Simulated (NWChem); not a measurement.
# One shape, several levels: doublet [C2H4Cl2]+

We compute a comparison of 4 runs (UHF/STO-3G, UM06-2X/cc-pVDZ, UB3LYP/6-31G*) of doublet [C2H4Cl2]+. 

The calculation is run with NWChem 7.3.0.

38 further runs of the same task are left out: 1 that didn't finish, 37 set aside as unsound or not needed.

## 1. The molecule

[C2H4Cl2]+ has 8 atoms, charge +1, and is taken as a doublet. SMILES of the parent species: `CC(Cl)Cl`. The coordinates come from a PBE0-D4/def2-TZVP relaxation. That shape belongs to the parent species and isn't relaxed for this state.

Bond lengths: C1–C2 1.504 Å, C2–Cl3 1.777 Å, C2–Cl4 1.777 Å, C1–H5 1.090 Å, C1–H6 1.091 Å, C1–H7 1.091 Å, C2–H8 1.087 Å. Some angles: C1–C2–Cl3 110.8°, C1–C2–Cl4 110.8°, Cl3–C2–Cl4 110.4°, C1–C2–H8 112.5°, Cl3–C2–H8 106.0°, Cl4–C2–H8 106.0°, C2–C1–H5 110.4°, C2–C1–H6 109.6°, C2–C1–H7 109.6°, H5–C1–H6 109.0°.

## 2. The energy at UHF/STO-3G (run 1)

Input file c2h4cl2.nw:

```
start c2h4cl2
title "C2H4Cl2 energy"
memory 2200 mb
charge 1

geometry noautosym nocenter noautoz
   C     0.213020    0.798120   -0.002120
   C    -0.185930   -0.645420    0.131760
   Cl    1.107800   -1.715690   -0.450970
   Cl   -1.697540   -0.967710   -0.745710
   H     0.389570    1.047800   -1.048450
   H    -0.583060    1.435840    0.385990
   H     1.127130    0.979860    0.565730
   H    -0.370980   -0.932790    1.163760
end

basis spherical bse
   * library STO-3G
end

scf
   nopen 1
   uhf
   thresh 1e-08
   maxiter 80
end

task scf energy
```

Launch:

```bash
nwchem c2h4cl2.nw > c2h4cl2.out
```

What it wrote:

```text
[...]
  functions       =    32
[...]
  wavefunction    = UHF
[...]
         Total SCF energy =   -985.931293110076
      One electron energy =  -1764.438591101166
      Two electron energy =    568.684425027296
 Nuclear repulsion energy =    209.822872963794
                       Sz =      0.5000
                 Sz(Sz+1) =      0.7500
                      S^2 =      0.7528
[...]
```

It took 24 s on 1 thread of Intel Xeon 6975P-C (Granite Rapids), shared host; peak memory 0.1 GiB.

## 3. The energy at UM06-2X/cc-pVDZ (run 2)

Input file c2h4cl2.nw:

```
start c2h4cl2
title "C2H4Cl2 energy"
memory total 2200 mb
charge 1

geometry noautosym nocenter noautoz
  C      0.213020     0.798120    -0.002120
  C     -0.185930    -0.645420     0.131760
  Cl     1.107800    -1.715690    -0.450970
  Cl    -1.697540    -0.967710    -0.745710
  H      0.389570     1.047800    -1.048450
  H     -0.583060     1.435840     0.385990
  H      1.127130     0.979860     0.565730
  H     -0.370980    -0.932790     1.163760
end

basis "ao basis" spherical bse
  C library cc-pVDZ
  Cl library cc-pVDZ
  H library cc-pVDZ
end

dft
  xc m06-2x
  mult 2
  grid xfine
  convergence energy 1e-08
  iterations 100
  mulliken
  print low
end

task dft energy
```

Launch:

```bash
nwchem c2h4cl2.nw > c2h4cl2.out
```

What it wrote:

```text
[...]
 d= 0,ls=0.0,diis     1   -998.3803072166 -1.21D+03  7.94D-03  2.95D-01    10.7
[...]
 d= 0,ls=0.0,diis    15   -998.5438067969 -5.00D-09  2.93D-07  6.77D-10   149.0
[...]
         Total DFT energy =     -998.543806796911
      One electron energy =    -1780.554485128516
           Coulomb energy =      640.612938111349
    Exchange-Corr. energy =      -68.425132743538
 Nuclear repulsion energy =      209.822872963794
[...]
      Total Density - Mulliken Population Analysis
     ---------------------------------------------
    Atom       Charge   Shell Charges
 -----------   ------   -------------------------------------------------------
    1 C    6     6.00   2.01  0.66  0.39  2.11  0.79  0.04
    2 C    6     6.29   2.01  0.70  0.60  1.96  0.91  0.11
    3 Cl  17    16.67   2.00  2.02  1.01  0.91  6.00  3.00  1.69  0.04
    4 Cl  17    16.67   2.00  2.02  1.01  0.91  6.00  3.00  1.69  0.04
    5 H    1     0.87   0.73  0.12  0.03
    6 H    1     0.87   0.72  0.11  0.03
    7 H    1     0.87   0.72  0.11  0.03
    8 H    1     0.77   0.69  0.05  0.03
[...]
      <S2> =      0.7529 (Exact =     0.7500)
[...]
```

Wall time 2.5 min (1 thread of Intel Xeon 6975P-C (Granite Rapids), shared host); peak memory 0.14 GiB.

Run 3 isn't shown in full; the table further down has it.

## 4. A single-point energy at UB3LYP/6-31G(d) (Cartesian functions) (run 4)

Input file run.py:

```python
from ase import Atoms
from ase.calculators.nwchem import NWChem

system = Atoms(['C', 'C', 'Cl', 'Cl', 'H', 'H', 'H', 'H'], positions=[
    [0.213020, 0.798120, -0.002120],
    [-0.185930, -0.645420, 0.131760],
    [1.107800, -1.715690, -0.450970],
    [-1.697540, -0.967710, -0.745710],
    [0.389570, 1.047800, -1.048450],
    [-0.583060, 1.435840, 0.385990],
    [1.127130, 0.979860, 0.565730],
    [-0.370980, -0.932790, 1.163760],
])

calc = NWChem(
    label='c2h4cl2',
    theory='dft',
    memory='2200 mb',
    basis='6-31G*',
    charge=1,
    dft={'xc': 'b3lyp', 'mult': '2', 'grid': 'xfine', 'convergence': 'energy 1e-08', 'iterations': '100', 'mulliken': None},
    task='energy',
)
system.calc = calc

print(f"energy = {system.get_potential_energy():.6f} eV")
```

Launch:

```bash
export ASE_NWCHEM_COMMAND="nwchem PREFIX.nwi > PREFIX.nwo"
python run.py
```

What it wrote:

```text
energy = -27173.781940 eV
```

The calculator wrote c2h4cl2.nwi:

```
title "c2h4cl2"

permanent_dir c2h4cl2

scratch_dir c2h4cl2

start c2h4cl2

geometry units angstrom nocenter noautosym noautoz
  C  2.1301999999999999e-01 7.9812000000000005e-01 -2.1199999999999999e-03
  C  -1.8593000000000001e-01 -6.4541999999999999e-01 1.3175999999999999e-01
  Cl 1.1077999999999999e+00 -1.7156899999999999e+00 -4.5096999999999998e-01
  Cl -1.6975400000000000e+00 -9.6770999999999996e-01 -7.4570999999999998e-01
  H  3.8957000000000003e-01 1.0478000000000001e+00 -1.0484500000000001e+00
  H  -5.8306000000000002e-01 1.4358400000000000e+00 3.8599000000000000e-01
  H  1.1271300000000000e+00 9.7985999999999995e-01 5.6572999999999996e-01
  H  -3.7097999999999998e-01 -9.3279000000000001e-01 1.1637599999999999e+00
end

charge 1

memory 2200 mb

basis noprint
   * library 6-31G*
end

dft
  xc b3lyp
  mult 2
  grid xfine
  convergence energy 1e-08
  iterations 100
  mulliken
end

task dft energy
```

c2h4cl2.nwo:

```text
Northwest Computational Chemistry Package (NWChem) 7.3.0
             --------------------------------------------------------

           Job information
           ---------------

    nwchem branch   = 7.3.0
    use scalapack   = T
    input           = c2h4cl2.nwi
    prefix          = c2h4cl2.
    data base       = c2h4cl2/c2h4cl2.db
    status          = startup
    nproc           =        1

           Memory information
           ------------------

    heap     =     72089596 doubles =      550.0 Mbytes
    stack    =     72089601 doubles =      550.0 Mbytes
    global   =    144179200 doubles =     1100.0 Mbytes (distinct from heap & stack)
    total    =    288358397 doubles =     2200.0 Mbytes
    verify   = yes
    hardfail = no

           Directory information
           ---------------------

  0 permanent = c2h4cl2
  0 scratch   = c2h4cl2

                                NWChem Input Module
                                -------------------

                                      c2h4cl2
                                      -------

[... 25 lines left out ...]
            Nuclear Dipole moment (a.u.)
[... 69 lines left out ...]
  convergence criterion.
[... 16 lines left out ...]
          Convergence on density requested:  1.00D-05
[... 23 lines left out ...]
          Spatial weights used:  Erf1
[... 3 lines left out ...]
          Convergence aids based upon iterative change in
[... 100 lines left out ...]
         Total DFT energy =     -998.618075366071
[... 1 line left out ...]
           Coulomb energy =      640.469243983474
[... 1 line left out ...]
 Nuclear repulsion energy =      209.822872963794
[... 547 lines left out ...]
                     DFT Final Beta Molecular Orbital Analysis
[... 616 lines left out ...]
   alpha     61     62     63     64     65     66     67     68     69     70
    beta     61     62     63     64     65     66     67     68     69     70
 overlap   1.000  1.000  1.000  1.000  1.000  1.000  1.000  1.000  1.000  1.000

   alpha     71     72     73     74     75     76
    beta     71     72     73     74     75     76
 overlap   1.000  1.000  1.000  1.000  1.000  1.000

     --------------------------
     Expectation value of S2:
     --------------------------
      <S2> =      0.7518 (Exact =     0.7500)

 center of mass
 --------------
 x =  -0.38057982 y =  -1.72545104 z =  -0.75642786

 moments of inertia (a.u.)
 ------------------
         306.004991676013          80.436441396056         -64.879525776154
          80.436441396056         559.216239241534         -51.279301212849
         -64.879525776154         -51.279301212849         765.132253066059

     Multipole analysis of the density
     ---------------------------------

     L   x y z        total         alpha         beta         nuclear
     -   - - -        -----         -----         ----         -------
     0   0 0 0      1.000000    -25.000000    -24.000000     50.000000

     1   1 0 0     -0.282639      8.890763      8.401768    -17.575170
[... 8 lines of this table left out ...]
     2   0 0 2    -23.653714    -41.681519    -38.886352     56.914157

 Task  times  cpu:      212.6s     wall:      212.6s
 Total times  cpu:      212.6s     wall:      212.6s
```

Wall time 3.6 min (1 thread of Intel Xeon 6975P-C (Granite Rapids), shared host); peak memory 0.14 GiB.

## 5. The series

| run | level | iteration cap | module | energy (Eh) | HOMO energy (eV) | LUMO energy (eV) | ⟨S²⟩ | wall time |
| --- | --- | --- | --- | --- | --- | --- | --- | --- |
| 1 | UHF/STO-3G | 80 | scf | -985.931293 | -16.96 | -8.89 | 0.753 | 24 s |
| 2 | UM06-2X/cc-pVDZ | 100 | dft | -998.543807 | – | – | 0.753 | 2.5 min |
| 3 | UB3LYP/6-31G* (spherical functions) | 100 | dft | -998.609964 | -14.79 | -13.32 | 0.752 | 3.2 min |
| 4 | UB3LYP/6-31G* (Cartesian functions) | 100 | dft | -998.618075 | -14.79 | -13.32 | 0.752 | 3.6 min |

## 6. What came out

```
                                 quantity          value
                      run 4: total energy  -998.61808 Eh
run 4: HOMO energy (highest over α and β)      -14.79 eV
 run 4: LUMO energy (lowest over α and β)      -13.32 eV
                              run 4: ⟨S²⟩          0.752
```

What this shows: Totals of different functionals can't be ranked against each other. In run 1 the basis is minimal, so the values are rough. All runs together took 9.7 min, the longest 3.6 min.
